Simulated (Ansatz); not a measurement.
Basis-set extrapolation for CH4FNOS (`NC(O)(F)S`) (PBE0-D4/def2-TZVP geometry, frozen core, Ansatz 0.2.0). Multiplicity 1, RHF reference.

|  | def2-TZVPP | def2-QZVPP |
| --- | --- | --- |
| HF | -666.608803 | -666.632178 |
| MP2 correlation | -1.043927 | -1.130443 |
| CCSD(T) correlation | -1.114015 | not run |

Energies in hartree. Use E(X) = E(∞) + A·exp(−7.88·√X) for Hartree–Fock and E(X) = E(∞) + B·X^(−2.97) for correlation, with X = 3 and 4, and add CCSD(T) minus MP2 of the smaller set to the MP2 limit.

Problem. What is the CCSD(T) energy at the basis-set limit?

Solution. HF limit: -666.632178 + (-0.023375) × 0.13774 = -666.63540. MP2 limit: -1.130443 + (-0.086516) × 0.74074 = -1.19453. Higher-order term: -1.114015 − (-1.043927) = -0.07009. Total: -667.90002 hartree, 4.82 eV below CCSD(T)/def2-TZVPP.
